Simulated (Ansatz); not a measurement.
# C₃H₄F₂O: how energies converge with the basis set

How large a basis does C₃H₄F₂O need? Two functionals and correlated methods are run in growing sets.

Method: one geometry, several basis sets; program: Ansatz 0.2.0, Gaussian basis.

Levels to be run: PBE0-D4/def2-SVP; ωB97M-V/def2-SVP; PBE0-D4/def2-QZVPP; ωB97M-V/def2-QZVPP; CCSD(T)/cc-pV(D+d)Z; CCSD(T)/cc-pV(T+d)Z; MP2/cc-pV(Q+d)Z; the functionals' def2-TZVPP values are taken from earlier runs.

## Step 1: The geometry

The geometry comes from an earlier relaxation with PBE0-D4/def2-TZVP; it is a stationary point, not always the lowest conformer.

10 atoms, charge 0, spin multiplicity 1.

Atoms are counted from 1 here; the program's logs count them from 0.

Bond lengths: F1–C2 1.355 Å, C2–F3 1.357 Å, C2–C4 1.496 Å, C2–H7 1.095 Å, C4–C5 1.456 Å, C4–O6 1.412 Å, C4–H8 1.088 Å, C5–O6 1.418 Å, C5–H9 1.086 Å, C5–H10 1.087 Å. Angles: F1–C2–F3 107.2°, F1–C2–C4 110.2°, F1–C2–H7 108.4°, F3–C2–C4 109.6°, F3–C2–H7 109.0°, C4–C2–H7 112.3°, C2–C4–C5 119.8°, C2–C4–O6 115.0°, C2–C4–H8 114.7°, C5–C4–O6 59.2°, C5–C4–H8 120.2°, O6–C4–H8 116.1°, C4–C5–O6 58.8°, C4–C5–H9 119.0°, C4–C5–H10 119.6°, O6–C5–H9 115.6°, O6–C5–H10 115.4°, H9–C5–H10 115.9° and more.

Coordinates:

```mol
C3H4F2O
  3D, bonds by distance, orders not assigned

 10 10  0  0  0  0  0  0  0  0999 V2000
    0.0754   -2.1588    0.7711 F   0  0
    0.5775   -1.0489    0.1785 C   0  0
    1.1653   -1.4425   -0.9796 F   0  0
   -0.5233   -0.0811   -0.1201 C   0  0
   -0.2379    1.3464   -0.1657 C   0  0
   -0.8825    0.7623    0.9536 O   0  0
    1.3393   -0.6200    0.8379 H   0  0
   -1.3464   -0.4932   -0.7004 H   0  0
   -0.8602    1.9875   -0.7832 H   0  0
    0.7759    1.6972    0.0109 H   0  0
  1  2  8  0
  2  3  8  0
  2  4  8  0
  4  5  8  0
  5  6  8  0
  2  7  8  0
  4  8  8  0
  5  9  8  0
  5 10  8  0
  4  6  8  0
M  END
```

## Step 2: PBE0-D4 in def2-SVP

Contents of in.yaml:

```yaml
crystal:
  periodic: [false, false, false]
  atoms:
    - {symbol: F, position_ang: [0.075441, -2.158801, 0.771103]}
    - {symbol: C, position_ang: [0.577462, -1.048858, 0.178538]}
    - {symbol: F, position_ang: [1.165273, -1.442521, -0.979635]}
    - {symbol: C, position_ang: [-0.523281, -0.081064, -0.120061]}
    - {symbol: C, position_ang: [-0.237938, 1.346372, -0.165710]}
    - {symbol: O, position_ang: [-0.882465, 0.762314, 0.953590]}
    - {symbol: H, position_ang: [1.339278, -0.620020, 0.837879]}
    - {symbol: H, position_ang: [-1.346379, -0.493216, -0.700422]}
    - {symbol: H, position_ang: [-0.860213, 1.987474, -0.783196]}
    - {symbol: H, position_ang: [0.775921, 1.697216, 0.010914]}
basis:
  gaussian: {orbitals: def2-SVP}
hamiltonian: {xc: pbe0, dispersion: d4}
output: {orbitals: {seedname: orbitals}}
```

Launch:

```sh
$ ansatz run in.yaml --threads 2 --pin off --events-out ev --progress --plain --max-ram 32768MiB --backend cpu
```

Further steps of the session: ωB97M-V in def2-SVP; PBE0-D4 in def2-QZVPP; ωB97M-V in def2-QZVPP; CCSD(T) in cc-pV(D+d)Z; CCSD(T) in cc-pV(T+d)Z; MP2 in cc-pV(Q+d)Z.

Q: Predict the results of all the runs planned. Wanted: MP2 correlation recovered, cc-pV(D+d)Z; MP2 correlation recovered, cc-pV(T+d)Z; MP2 correlation recovered, cc-pV(Q+d)Z; difference of two CCSD(T) limits: def2 sets; PBE0-D4: double and triple zeta above quadruple; ωB97M-V: double and triple zeta above quadruple.

As calculated:

| quantity | value |
| --- | --- |
| MP2 correlation recovered, cc-pV(D+d)Z | 68.6 % |
| MP2 correlation recovered, cc-pV(T+d)Z | 88.0 % |
| MP2 correlation recovered, cc-pV(Q+d)Z | 95.0 % |
| difference of two CCSD(T) limits: def2 sets (earlier runs) less this series | -24 meV |
| PBE0-D4: double and triple zeta above quadruple | 13.19, 0.56 eV |
| ωB97M-V: double and triple zeta above quadruple | 13.51, 0.53 eV |

For PBE0-D4 the step from double to triple zeta gains 12.63 eV and the next only 0.56 eV. In cc-pV(D+d)Z MP2 holds 69 % of its limit, in cc-pV(Q+d)Z 95 %, while Hartree-Fock is within 0.244 eV in the largest set. A limit from the def2 sets, made apart, differs by 24 meV, a least measure of the doubt on such a limit. These are total energies; as a rule much of such shifts cancels in differences, which this series doesn't test. The LUMO of ωB97M-V is positive and keeps falling with the basis (3.68 to 1.90 eV): an unbound level that the basis holds in place.
